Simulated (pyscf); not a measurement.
Structures and frequencies: ωB97X-D3(BJ)/def2-SVP in PySCF.

Estimate by transition-state theory the rate constant of H₂N–Ga(NH₂)–NH₂ (SMILES [NH2][Ga]([NH2])[NH2]) + H₂ (SMILES [H][H]) → NH₃ (SMILES N) + H₂N–GaH–NH₂ (SMILES [NH2][GaH][NH2]) (singlet surface; Ga–N, H–H broken, H–N, Ga–H formed) at 600 K, with ωB97M-D3(BJ)/def2-TZVP energies (ideal gas, 1 atm, RRHO with modes under 100 cm⁻¹ raised to 100, one conformer, R ln 2 for chiral ones without a mode under 150 cm⁻¹; no tunnelling).

The electronic barrier is 25.7 kcal/mol and the thermal terms add +21.1, so ΔG‡ = 46.9 kcal/mol. With k_BT/h = 1.25e+13 s⁻¹ and RT = 1.192 kcal/mol, and a volume of 8.18e-20 cm³ per molecule at 1 atm, k = 8.8e-24 cm³ molecule⁻¹ s⁻¹. Wigner's tunnelling factor for 1395i cm⁻¹ would be 1.47, likely too low at so high a frequency. A shift of 1 kcal/mol in the barrier changes k by a factor 2.3. On the product side the descent ends in an adduct with a Ga–N contact, 17.9 kcal/mol under the separated species and 42.2 kcal/mol under the saddle at ωB97X-D3(BJ)/def2-TZVP. What is counted as broken (Ga–N) persists as a longer contact in the product adduct; parting that adduct is a step of its own. At the saddle there is also a short Ga–H contact that neither side keeps. This is the saddle that the search found; another between the same sides may lie lower. Elements up to Kr have no core potential and no relativistic terms here.
